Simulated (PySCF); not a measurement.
Compound: C5H5F.
SMILES: `C=CC#CCF`

The closed-shell ground state was solved at several levels (PySCF, density fitting, gas phase, non-relativistic). Geometry: PBE0-D3(BJ)/def2-SVP; no solvent, vibrations or thermal averaging.

```csv
level,basis functions,total energy (Eh),HOMO (eV),LUMO (eV),gap (eV),dipole (D)
CAM-B3LYP/def2-SVPD,163,-292.9451,-8.37,0.03,8.40,2.06
B3LYP/pcJ-1,212,-293.3000,-6.87,-1.21,5.66,1.97
PBE0/pcSseg-1,127,-292.9184,-7.10,-1.02,6.08,1.99
```

What might wB97X-D/pcSseg-2 (286 basis functions) give for the same quantities?

Total energy -293.2991 Eh, HOMO -8.85 eV, LUMO 0.67 eV, gap 9.52 eV, dipole 1.96 D.

Over all these levels, which gives the widest orbital gap and which the narrowest?

wB97X-D/pcSseg-2 (range-separated hybrid) has the widest, 9.52 eV, and B3LYP/pcJ-1 (global hybrid, 20 % exact exchange) the narrowest, 5.66 eV. Functional and basis both differ between the two, so the spread mixes both effects.

How far do the dipole and the HOMO energy spread over the levels?

The dipole runs from 1.96 to 2.06 D (mean 1.99 D) and the HOMO from -8.85 to -6.87 eV.

Note: wB97X-D ran without an empirical dispersion term, which enters the total energy and its gradient alone.
